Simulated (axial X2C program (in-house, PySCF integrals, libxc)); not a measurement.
## Photoelectron levels of SiP⁻ by EOM-IP-CCSD

Calculated with an in-house all-electron X2C program for linear molecules (integrals from PySCF): two-component X2C with atomic mean-field Coulomb and Gaunt terms, Gaussian nuclei, basis P dyall-av3z, Si dyall-av3z with contracted cores.

R = 2.010 Å (near the PBE0 minimum at charge -1 of the determinant lowest at the starting distance; the state shown can have its own minimum elsewhere).

Hartree–Fock spinors of SiP⁻ (one of each Kramers pair; a window near the gap, which can cut inner shells):

| ω | occupied | ε (eV) | character |
| --- | --- | --- | --- |
| 1/2 | yes | -15.75 | 50% P s, 23% Si s, 13% Si p |
| 1/2 | yes | -8.25 | 34% Si s, 31% P p, 15% P s |
| 1/2 | yes | -3.51 | 40% Si p, 36% P p, 12% Si s |
| 1/2 | yes | -2.88 | 55% P p, 33% Si p, 6% Si d |
| 3/2 | yes | -2.84 | 55% P p, 33% Si p, 6% Si d |
| 1/2 | no | 3.63 | 76% Si p, 12% P p, 7% Si s |
| 1/2 | no | 3.92 | 92% Si p, 5% Si d, 2% P p |
| 3/2 | no | 3.92 | 92% Si p, 5% Si d, 2% P p |
| 1/2 | no | 4.18 | 58% Si s, 22% P p, 19% Si p |
| 3/2 | no | 5.19 | 80% P p, 10% Si p, 6% P d |
| 1/2 | no | 5.19 | 80% P p, 10% Si p, 7% P d |

Vertical detachment energies of SiP⁻ to the states of SiP:

```tsv
Ω of SiP	vertical detachment energy (eV)	above lowest (cm⁻¹)	ionised spinor	one-hole weight
3/2	3.088	0	55% P pπ, 33% Si pπ	0.94
1/2	3.112	194	53% P pπ, 32% Si pπ	0.93
1/2	3.145	466	37% Si pσ, 35% P pσ, 12% Si sσ	0.93
1/2	6.764	29651	34% Si sσ, 31% P pσ, 15% P sσ	0.77
```

How far does the lowest EOM-IP-CCSD energy lie from the Koopmans value −ε of the highest filled spinor?

3.088 eV against 2.84 eV, a shift of 0.25 eV: relaxation of the final state lowers the energy and the loss of correlation raises it.

What is the splitting of the first π pair in the table, and is it regular or inverted?

E(3/2) − E(1/2) = 0 − 194 = -194 cm⁻¹ at EOM-IP-CCSD: inverted, Ω = 3/2 lower. Splittings at this level can be off by ten to twenty per cent.

This point took 7.1 s on 1 thread of Intel(R) Xeon(R) Processor @ 2.30GHz (shared host).

Reference electrons by ω block (each with its −ω partner): 1/2: 12, 3/2: 3. 10 electrons of SiP⁻ correlated (inner shells frozen), 94 natural virtual spinors (a truncated set); levels can be off by some tenths of an eV. Roots sought by Ω: (1/2: 4, 3/2: 3, 5/2: 1); rows need 60 % one-particle weight and stop where some Ω has no more roots. Missing are any skipped roots, higher Ω and states of a further excitation; these come out far too high here and may in truth be low or lowest. T1 of the reference 0.020 (Lee–Taylor). Number of frozen shells: P 2 s, 1 p; Si 2 s, 1 p.
